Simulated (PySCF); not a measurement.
Species: C5H6S.
Atom-mapped SMILES: `[CH3:1][c:2]1[cH:3][cH:4][cH:5][s:6]1`

Geometry (PBE0-D3(BJ)/def2-TZVP, Å), atoms numbered from 1 in this order:
```xyz
12
C5H6S angstrom
C     -1.8506    0.0689    0.7512
C     -0.4758    0.1411    0.1833
C      0.3680   -0.8890   -0.1185
C      1.6166   -0.4605   -0.6368
C      1.7059    0.8953   -0.7216
S      0.2715    1.6460   -0.1758
H     -1.8915    0.4730    1.7663
H     -2.5705    0.6253    0.1464
H     -2.1776   -0.9710    0.7916
H      0.0971   -1.9272    0.0281
H      2.4126   -1.1302   -0.9342
H      2.5327    1.4917   -1.0748
```

Definitions: NICS(0) = −σiso at the ring centroid; NICS(1) = −σiso and NICS(1)zz = −σzz at ±1 Å along the ring normal z. Level: GIAO B97-2/pcSseg-2 (PySCF, non-relativistic, gas phase) on the PBE0-D3(BJ)/def2-TZVP geometry, one conformer.

Ring bond lengths (Å): C2–C3 1.365, C3–C4 1.418, C4–C5 1.361, C5–S6 1.708, S6–C2 1.718.

Problem. What do the NICS probes read (ppm)?

Solution. 
```csv
ring,type,NICS(0),"NICS(1), two faces","NICS(1)zz, two faces",rms pucker (Å),"centre to ring atoms, mean (Å)"
C2–C3–C4–C5–S6,5-membered ring with S; formal bonds all aromatic,-12.0,-9.4 / -9.4,-26.4 / -26.6,0.00,1.28
```

Problem. What do they say, and how far can they be read as aromaticity?

Solution. 
- C2–C3–C4–C5–S6: mean NICS(1)zz -26.5 ppm, shielded. For a flat ring without four-coordinate atoms the NICS criterion counts such a value as aromatic.

Problem. How equal are the bonds by HOMA? HOMA = 1 − mean of α(R − Ropt)² over the ring bonds, with Krygowski's 1993 parameters (CC: Ropt 1.388 Å, α 257.7 Å⁻²; CS: Ropt 1.677 Å, α 94.09 Å⁻²).

Solution. 
- C2–C3–C4–C5–S6: HOMA 0.84; the largest term is that of C3–C4, α(R − Ropt)² = 0.24. The geometric and the magnetic index point the same way.

Problem. List the ring angles.

Solution. 
- C2–C3–C4–C5–S6: C2 110.2°, C3 113.4°, C4 112.4°, C5 111.3°, S6 92.7°; sum 540.0° against 540° for a flat convex ring.

Problem. What are the shieldings of the ring atoms and their hydrogens in the same run (means over atoms taken as equivalent)?

Solution. 
```csv
atoms,environment,σ isotropic (ppm)
C2,substituted aromatic carbon,35.2
C3,aromatic CH carbon,53.8
C4,aromatic CH carbon,53.2
C5,aromatic CH next to a ring sulfur,53.4
S6,thiophene-type sulfur,268.3
H10,aromatic hydrogen,24.65
H11,aromatic hydrogen,24.55
H12,aromatic hydrogen,24.41
```

Problem. How do the values depend on the level or the medium?

Solution. 
```tsv
level	NICS(0), C2–C3–C4–C5–S6	mean NICS(1)zz, C2–C3–C4–C5–S6
B97-2/pcSseg-2, gas	-12.0	-26.5
KT3/pcSseg-2, gas	-12.4	-26.4
PBE0/pcSseg-2, gas	-11.9	-26.6
wB97X-D/pcSseg-2, gas	-11.6	-26.3
WP04/pcSseg-2, IEF-PCM chloroform	-12.0	-25.2
wB97X-D/pcSseg-2, IEF-PCM chloroform	-11.3	-26.2
```

The geometry is the same throughout; the continuum's cavity takes Bondi-type radii × 1.2.

Hardware: Intel Xeon Platinum 8488C, one thread, shared host with 192 logical CPUs at a one-minute load of 125. Cost: 67 s wall, 1.3 GiB resident at most. This is the whole shielding run at B97-2/pcSseg-2, SCF included.
